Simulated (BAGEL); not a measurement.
**One shape, several levels: MgNH3O (SMILES [NH2][Mg][OH])**

We compute a comparison of 4 runs (B3LYP/6-31G*, B3LYP/def2-SVPD, PBE0/def2-SVPD, RI-MP2/def2-SVPD) of MgNH3O. 

The results are computed with BAGEL 1.2.2.

## 1. The structure to begin with

MgNH3O: 6 atoms, total charge 0, spin state singlet. As SMILES, `[NH2][Mg][OH]`. The shape is that of a PBE0-D4/def2-TZVP optimisation.

Bond lengths: N1–Mg2 1.882 Å, Mg2–O3 1.770 Å, N1–H4 1.009 Å, N1–H5 1.009 Å, O3–H6 0.948 Å. Angles: N1–Mg2–O3 177.6°, Mg2–N1–H4 126.4°, Mg2–N1–H5 126.4°, Mg2–O3–H6 156.3°, H4–N1–H5 107.2°.

## 2. A single-point energy at B3LYP/6-31G(d) (density fitting with qzvpp-jkfit, spherical functions) (run 1)

calc.json

```json
{ "bagel": [

{
  "title": "molecule",
  "basis": "6-31gs.json",
  "df_basis": "qzvpp-jkfit",
  "angstrom": true,
  "geometry": [
    { "atom": "N", "xyz": [      -1.071900,       0.333800,      -0.957900 ] },
    { "atom": "Mg", "xyz": [       0.300000,      -0.141800,       0.238900 ] },
    { "atom": "O", "xyz": [       1.586400,      -0.657900,       1.340000 ] },
    { "atom": "H", "xyz": [      -0.953800,       0.649000,      -1.908700 ] },
    { "atom": "H", "xyz": [      -2.063000,       0.307800,      -0.772800 ] },
    { "atom": "H", "xyz": [       2.244400,      -0.555000,       2.014100 ] }
  ]
},

{ "title": "ks", "xc_func": "b3lyp" },

{ "title": "print", "file": "orbitals.molden", "orbitals": true }

]}
```

The basis set 6-31G* is read from a file made from the Basis Set Exchange's data (not shown).

Run with:

```console
$ BAGEL_NUM_THREADS=1 BAGEL calc.json > calc.out
```

Standard output:

```text
* using 1 threads per process

  ===============================================================
  ===============================================================

  *** Geometry ***

  { "atom" : "N", "xyz" : [     -2.025597,      0.630791,     -1.810169 ] },
  { "atom" : "Mg", "xyz" : [      0.566918,     -0.267963,      0.451456 ] },
  { "atom" : "O", "xyz" : [      2.997862,     -1.243251,      2.532233 ] },
  { "atom" : "H", "xyz" : [     -1.802421,      1.226432,     -3.606920 ] },
  { "atom" : "H", "xyz" : [     -3.898505,      0.581658,     -1.460380 ] },
  { "atom" : "H", "xyz" : [      4.241301,     -1.048798,      3.806097 ] },

  Number of auxiliary basis functions:      320

  Since a DF basis is specified, we compute 2- and 3-index integrals:
    o Being stored without compression. Storage requirement is 0.007 GB

  Number of basis functions:       52
  Number of electrons      :       30

    * METHOD: MOLECULE                             0.09

  *** Kohn-Sham DFT ***

    * Removing 8947 points whose weight is below 1.00e-10
    * Grid points: 80489

  === Nuclear Repulsion ===
    82.8022928273

       - DIIS with orbital gradients will be used.

  === KS iteration (b3lyp / 6-31gs.json) ===
      0       -318.40484023          0.14665655           0.14
      1       -314.78527572          0.15766113           0.12
      2       -322.90363144          0.14927875           0.11
      3       -331.38928414          0.04866846           0.11
      4       -331.53590893          0.04316426           0.11
      5       -331.74206235          0.02936754           0.11
      6       -331.86950137          0.01319853           0.11
      7       -331.90008463          0.00111283           0.11
      8       -331.90029396          0.00011458           0.11
      9       -331.90029662          0.00001271           0.11
     10       -331.90029666          0.00000201           0.11
     11       -331.90029666          0.00000052           0.11
     12       -331.90029666          0.00000038           0.12
     13       -331.90029666          0.00000011           0.11
     14       -331.90029666          0.00000006           0.11
     15       -331.90029666          0.00000001           0.11
    * SCF iteration converged.

    * Permanent dipole moment:
           (    0.056423,    -0.266211,    -0.025249) a.u.

    * METHOD: KS                                   2.12

    * METHOD: PRINT                                0.01

  ===============================================================
```

It took 2.4 s on 1 thread of Arm Neoverse V1, shared host; peak memory 0.22 GiB.

## 3. A single-point energy at B3LYP/def2-SVPD (density fitting with qzvpp-jkfit) (run 2)

calc.json

```json
{ "bagel": [

{
  "title": "molecule",
  "basis": "def2-svpd.json",
  "df_basis": "qzvpp-jkfit",
  "angstrom": true,
  "geometry": [
    { "atom": "N", "xyz": [   -1.071900,    0.333800,   -0.957900 ] },
    { "atom": "Mg", "xyz": [    0.300000,   -0.141800,    0.238900 ] },
    { "atom": "O", "xyz": [    1.586400,   -0.657900,    1.340000 ] },
    { "atom": "H", "xyz": [   -0.953800,    0.649000,   -1.908700 ] },
    { "atom": "H", "xyz": [   -2.063000,    0.307800,   -0.772800 ] },
    { "atom": "H", "xyz": [    2.244400,   -0.555000,    2.014100 ] }
  ]
},
{
  "title": "ks",
  "xc_func": "b3lyp"
},
{
  "title": "print",
  "file": "orbitals.molden",
  "orbitals": true
}

]}
```

The basis set def2-SVPD is read from a file made from the Basis Set Exchange's data (not shown).

Run with:

```console
$ BAGEL_NUM_THREADS=1 BAGEL calc.json > calc.out
```

Standard output:

```text
* using 1 threads per process

  ===============================================================
  ===============================================================

  *** Geometry ***

  { "atom" : "N", "xyz" : [     -2.025597,      0.630791,     -1.810169 ] },
  { "atom" : "Mg", "xyz" : [      0.566918,     -0.267963,      0.451456 ] },
  { "atom" : "O", "xyz" : [      2.997862,     -1.243251,      2.532233 ] },
  { "atom" : "H", "xyz" : [     -1.802421,      1.226432,     -3.606920 ] },
  { "atom" : "H", "xyz" : [     -3.898505,      0.581658,     -1.460380 ] },
  { "atom" : "H", "xyz" : [      4.241301,     -1.048798,      3.806097 ] },

  Number of auxiliary basis functions:      320

  Since a DF basis is specified, we compute 2- and 3-index integrals:
    o Being stored without compression. Storage requirement is 0.020 GB

  Number of basis functions:       88
  Number of electrons      :       30

    * METHOD: MOLECULE                             0.10

  *** Kohn-Sham DFT ***

    * Removing 8947 points whose weight is below 1.00e-10
    * Grid points: 80489

  === Nuclear Repulsion ===
    82.8022928273

       - DIIS with orbital gradients will be used.

  === KS iteration (b3lyp / def2-svpd.json) ===
      0       -315.82449223          0.10505899           0.23
      1       -311.63445049          0.15676940           0.23
      2       -322.03430173          0.10487255           0.22
      3       -331.19665675          0.03951175           0.23
      4       -331.25490460          0.04590013           0.23
      5       -331.71575436          0.01608339           0.23
      6       -331.71919123          0.01582189           0.23
      7       -331.75263635          0.01131249           0.23
      8       -331.78907922          0.00080857           0.24
      9       -331.78929755          0.00005518           0.24
     10       -331.78929867          0.00001095           0.24
     11       -331.78929871          0.00000421           0.24
     12       -331.78929872          0.00000233           0.24
     13       -331.78929872          0.00000028           0.24
     14       -331.78929872          0.00000021           0.24
     15       -331.78929872          0.00000011           0.23
     16       -331.78929872          0.00000001           0.24
     17       -331.78929872          0.00000000           0.25
    * SCF iteration converged.

    * Permanent dipole moment:
           (    0.085517,    -0.258949,     0.005388) a.u.

    * METHOD: KS                                   4.55

    * METHOD: PRINT                                0.02

  ===============================================================
```

It took 5.1 s on 1 thread of Arm Neoverse V1, shared host; peak memory 0.33 GiB.

Run 3 isn't shown in full; the table further down has it.

## 4. The energy at RI-MP2/def2-SVPD (density fitting with qzvpp-jkfit) (run 4)

mp2.json

```json
{ "bagel" : [

{
  "title" : "molecule",
  "basis" : "def2-svpd.json",
  "df_basis" : "qzvpp-jkfit",
  "angstrom" : true,
  "geometry" : [
    { "atom" : "N", "xyz" : [   -1.071900,    0.333800,   -0.957900 ] },
    { "atom" : "Mg", "xyz" : [    0.300000,   -0.141800,    0.238900 ] },
    { "atom" : "O", "xyz" : [    1.586400,   -0.657900,    1.340000 ] },
    { "atom" : "H", "xyz" : [   -0.953800,    0.649000,   -1.908700 ] },
    { "atom" : "H", "xyz" : [   -2.063000,    0.307800,   -0.772800 ] },
    { "atom" : "H", "xyz" : [    2.244400,   -0.555000,    2.014100 ] }
  ]
},
{
  "title" : "hf"
},
{
  "title" : "mp2",
  "ncore" : 3
}

]}
```

The basis set def2-SVPD is read from a file made from the Basis Set Exchange's data (not shown).

Run with:

```console
$ BAGEL_NUM_THREADS=1 BAGEL mp2.json > mp2.out
```

Standard output:

```text
* using 1 threads per process

  ===============================================================
  ===============================================================

  *** Geometry ***

  { "atom" : "N", "xyz" : [     -2.025597,      0.630791,     -1.810169 ] },
  { "atom" : "Mg", "xyz" : [      0.566918,     -0.267963,      0.451456 ] },
  { "atom" : "O", "xyz" : [      2.997862,     -1.243251,      2.532233 ] },
  { "atom" : "H", "xyz" : [     -1.802421,      1.226432,     -3.606920 ] },
  { "atom" : "H", "xyz" : [     -3.898505,      0.581658,     -1.460380 ] },
  { "atom" : "H", "xyz" : [      4.241301,     -1.048798,      3.806097 ] },

  Number of auxiliary basis functions:      320

  Since a DF basis is specified, we compute 2- and 3-index integrals:
    o Being stored without compression. Storage requirement is 0.020 GB

  Number of basis functions:       88
  Number of electrons      :       30

    * METHOD: MOLECULE                             0.10

  *** RHF ***

  === Nuclear Repulsion ===
    82.8022928273

      * DIIS with orbital gradients will be used.

  === RHF iteration (def2-svpd.json) ===
      0       -330.20149030          0.03141346           0.03
      1       -330.37610137          0.02570190           0.03
      2       -330.56538786          0.00163119           0.03
      3       -330.56650542          0.00078654           0.03
      4       -330.56676308          0.00020723           0.03
      5       -330.56679054          0.00004401           0.03
      6       -330.56679269          0.00001155           0.03
      7       -330.56679283          0.00000307           0.03
      8       -330.56679284          0.00000082           0.03
      9       -330.56679284          0.00000032           0.03
     10       -330.56679284          0.00000012           0.03
     11       -330.56679284          0.00000003           0.03
     12       -330.56679284          0.00000002           0.03
     13       -330.56679284          0.00000000           0.03
    * SCF iteration converged.

    * Permanent dipole moment:
           (    0.055356,    -0.287278,    -0.032643) a.u.

    * METHOD: HF                                   0.48

  *** RHF ***

  === Nuclear Repulsion ===
    82.8022928273

      * DIIS with orbital gradients will be used.

  === RHF iteration (def2-svpd.json) ===
      0       -330.56679284          0.00000000           0.03
    * SCF iteration converged.

    * Permanent dipole moment:
           (    0.055356,    -0.287278,    -0.032642) a.u.

  === DF-MP2 calculation ===

    * freezing 3 orbitals
    * 3-index integral transformation done
    * assembly done

      MP2 correlation energy:   -0.4383661473      0.03

      MP2 total energy:       -331.0051589886

    * METHOD: MP2                                  0.09

  ===============================================================
```

Wall time 0.83 s (1 thread of Arm Neoverse V1, shared host); peak memory 0.083 GiB.

## 5. All runs side by side

```csv
run,level,frozen core orbitals,energy (Eh),dipole moment (D),HOMO energy (eV),LUMO energy (eV),wall time
1,"B3LYP/6-31G* (density fitting with qzvpp-jkfit, spherical functions)",–,-331.900297,0.69,-5.59,-0.91,2.4 s
2,B3LYP/def2-SVPD (density fitting with qzvpp-jkfit),–,-331.789299,0.69,-6.16,-1.22,5.1 s
3,PBE0/def2-SVPD (density fitting with qzvpp-jkfit),–,-331.510681,0.70,-6.36,-0.91,4.5 s
4,RI-MP2/def2-SVPD (density fitting with qzvpp-jkfit),3,-331.005159,–,–,–,0.83 s
```

## 6. Results

| quantity | value |
| --- | --- |
| run 4: total energy | -331.00516 Eh |
| run 4: correlation energy (3 core orbitals frozen) | -438.4 mEh |

What this shows: Over runs 1, 2, 3 the dipole moment (its size) runs from 0.69 D (B3LYP/def2-SVPD) to 0.70 D (PBE0/def2-SVPD). Over runs 1, 2, 3 the HOMO–LUMO gap runs from 4.68 eV (B3LYP/6-31G*) to 5.45 eV (PBE0/def2-SVPD). The two ends differ in method and basis. Totals of different functionals can't be ranked against each other. All runs together took 13 s, the longest 5.1 s.
